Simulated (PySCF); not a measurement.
## Excitation energies in several basis sets

C₅H₁₂.
Z-matrix (Å and degrees, PBE0-D3(BJ)/def2-SVP geometry), rows numbered from 1:
```
C 
C   1  1.5302
C   2  1.5303  1  109.48
C   2  1.5302  1  109.48  3  -120.00
C   2  1.5304  1  109.45  3   120.00
H   1  1.1019  2  111.20  3    59.85
H   1  1.1019  2  111.17  3   179.85
H   1  1.1019  2  111.16  3   -60.16
H   3  1.1019  2  111.17  1  -179.78
H   3  1.1019  2  111.18  1   -59.77
H   3  1.1019  2  111.17  1    60.23
H   4  1.1019  2  111.18  1    60.00
H   4  1.1019  2  111.17  1   -60.00
H   4  1.1019  2  111.18  1   179.99
H   5  1.1019  2  111.17  1    59.88
H   5  1.1019  2  111.17  1   -60.11
H   5  1.1019  2  111.19  1   179.88
```

TDDFT with PBE0 (PySCF), vertical singlets, core orbitals frozen in the response, spherical d and f functions. Geometry: PBE0-D3(BJ)/def2-SVP; no solvent, vibrations or thermal averaging.

```tsv
basis	functions	diffuse	S1 (eV)	S2 (eV)	S3 (eV)	S4 (eV)	S5 (eV)	LUMO (eV)	α (au)
6-31G*	94	no	9.88	9.88	9.88	10.93	10.93	2.36	54.2
6-31+G*	114	yes	8.32	8.32	8.32	9.08	9.08	0.40	60.8
def2-SVP	130	no	9.27	9.27	9.27	10.23	10.23	1.52	57.0
def2-SVPD	196	yes	8.54	8.54	8.54	9.49	9.49	0.62	64.4
aug-cc-pVDZ	223	yes	7.91	7.91	7.91	8.64	8.64	-0.11	66.0
def2-TZVP	227	no	8.76	8.76	8.76	9.75	9.75	0.95	63.6
def2-TZVPD	293	yes	8.13	8.13	8.13	9.08	9.08	0.16	65.7
```

**Question.** How much do these states and the polarisability depend on the basis?

**Answer.** States are compared by their number. Against the largest diffuse basis here (def2-TZVPD, itself not a converged limit), sets without diffuse functions differ by up to 1.75 eV in S1 and 1.86 eV in S5; the smaller diffuse sets differ by up to 0.41 and 0.43 eV. State by state, the largest deviation of a set without diffuse functions is S1 1.75, S2 1.75, S3 1.75, S4 1.86, S5 1.86 eV. The same number needn't mean the same state in each row. Against def2-TZVPD the polarisability deviates by -17% in 6-31G*, -7% in 6-31+G*, -13% in def2-SVP, -2% in def2-SVPD, 0% in aug-cc-pVDZ, -3% in def2-TZVP. A single + in a Pople set puts diffuse functions on heavy atoms only.
